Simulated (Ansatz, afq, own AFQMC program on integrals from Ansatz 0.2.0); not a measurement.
**AlH3, singlet: a scan with AFQMC**

```yaml
atoms:
  - { symbol: Al, position_ang: [0.0000, 0.0000, 0.0000] }
  - { symbol: H, position_ang: [1.5858, 0.0151, -0.0001] }
  - { symbol: H, position_ang: [-0.8059, 1.3658, -0.0028] }
  - { symbol: H, position_ang: [-0.7799, -1.3808, 0.0029] }
```

All coordinates are scaled about the centre. Energies in mEh count from this geometry (1.000) at the same level; the start stands on RHF, each point on the determinant named.

Basis cc-pVDZ. Only valence electrons are correlated. Integrals, coupled cluster, full CI and functionals: Ansatz 0.2.0; the random walks run on the same integrals in our own AFQMC program. ph-AFQMC/CISD is guided by a CISD state made of CCSD amplitudes; releasing the constraint for a short imaginary time cuts its bias at the price of noise, slowly where states lie close. Error bars are statistical, one sigma.

Cautions, each for one point or more: (Q) is large, so the cluster series hasn't closed; (T) is large; cluster runs in doubt by the program's own checks; full CI lies below walk and high clusters alike, probably another state; restricted determinant unstable towards unrestricted; strong correlation; the next higher spin lies close; unrestricted determinant spin contaminated.

```json
{"scale of all distances": "0.893", "det.": "RHF", "T1": "0.007", "weight": "0.94", "⟨S²⟩": "pure", "CCSD(T)": "28.1", "ph-AFQMC/CISD": "28.2 ± 0.05", "released AFQMC": "28.2 ± 0.02", "FCI": "28.2", "CCSDT(Q)": "28.2", "B2PLYP": "27.3", "PBE0": "29.7"}
{"scale of all distances": "1.106", "det.": "RHF", "T1": "0.011", "weight": "0.93", "⟨S²⟩": "pure", "CCSD(T)": "16.7", "ph-AFQMC/CISD": "16.6 ± 0.05", "released AFQMC": "16.6 ± 0.03", "FCI": "16.6", "CCSDT(Q)": "16.6", "B2PLYP": "17.3", "PBE0": "15.0"}
{"scale of all distances": "1.284", "det.": "RHF", "T1": "0.018", "weight": "0.90", "⟨S²⟩": "pure", "CCSD(T)": "87.2", "ph-AFQMC/CISD": "86.8 ± 0.1", "released AFQMC": "86.6 ± 0.06", "FCI": "86.5", "CCSDT(Q)": "86.5", "B2PLYP": "89.9", "PBE0": "84.5"}
{"scale of all distances": "1.525", "det.": "RHF", "T1": "0.034", "weight": "0.80", "⟨S²⟩": "pure", "CCSD(T)": "190.2", "ph-AFQMC/CISD": "190.4 ± 0.2", "released AFQMC": "–", "FCI": "187.8", "CCSDT(Q)": "187.9", "B2PLYP": "206.5§", "PBE0": "195.8§"}
{"scale of all distances": "1.719", "det.": "UHF‡", "T1": "0.108", "weight": "0.69", "⟨S²⟩": "1.56", "CCSD(T)": "254.1", "ph-AFQMC/CISD": "246.7 ± 0.2", "released AFQMC": "–", "FCI": "242.4", "CCSDT(Q)": "243.3", "B2PLYP": "261.1§", "PBE0": "253.7§"}
{"scale of all distances": "2.023", "det.": "RHF", "T1": "0.068", "weight": "0.56", "⟨S²⟩": "pure", "CCSD(T)": "289.9", "ph-AFQMC/CISD": "305.7 ± 0.3", "released AFQMC": "–", "FCI": "283.7", "CCSDT(Q)": "282.3", "B2PLYP": "297.1§", "PBE0": "293.0§"}
{"scale of all distances": "2.385", "det.": "RHF¶", "T1": "0.055", "weight": "0.53", "⟨S²⟩": "pure", "CCSD(T)": "312.1", "ph-AFQMC/CISD": "346.3 ± 0.3", "released AFQMC": "–", "FCI": "–", "CCSDT(Q)": "293.2", "B2PLYP": "314.5§", "PBE0": "311.6§"}
```

Weight is that of the determinant in the CISD state; at the start T1 is 0.009 and the weight 0.94. ¶ marks points with a poor determinant and no full CI, where no value is sure; they don't count among the departures. A double dagger marks points where the walks on two determinants ended up to 3.5 mEh apart; the lower is shown. Symmetry can't show for every point that it stays on the start's state. A dash marks a missing value, a released energy that hasn't settled or a functional that sits on another state. § marks a functional whose ⟨S²⟩ is too high by over 0.1. Largest departures from full CI where it is shown: CCSD(T) 11.8 mEh at 1.719 (on UHF), ph-AFQMC/CISD 22.0 mEh at 2.023 (on RHF), released AFQMC 0.0 mEh at 1.284 (on RHF) (within the noise), CCSDT(Q) -1.4 mEh at 2.023 (on RHF), B2PLYP 3.3 mEh at 1.284, PBE0 -2.0 mEh at 1.284. Functionals count only at points shown to share the start's state and spin. In this small basis the wave-function levels are far from their limit, so their gap to the functionals isn't the functionals' error.

Some points may be missing: those where a free walk finds a much lower state, and past Zn most of those on another determinant than at the start.

CCSDT and higher add their correlation energy to the determinant of the CCSD(T) run, since their own runs factorise the integrals more tightly (a shift of under 2 meV). A walk keeps the symmetry of its determinant, which the program's search chose and which needn't be the lowest solution, so a lower state of the same spin and another symmetry isn't excluded. Released energies are given only where the last usable release times agree within the noise; a slower fall can still hide under it.
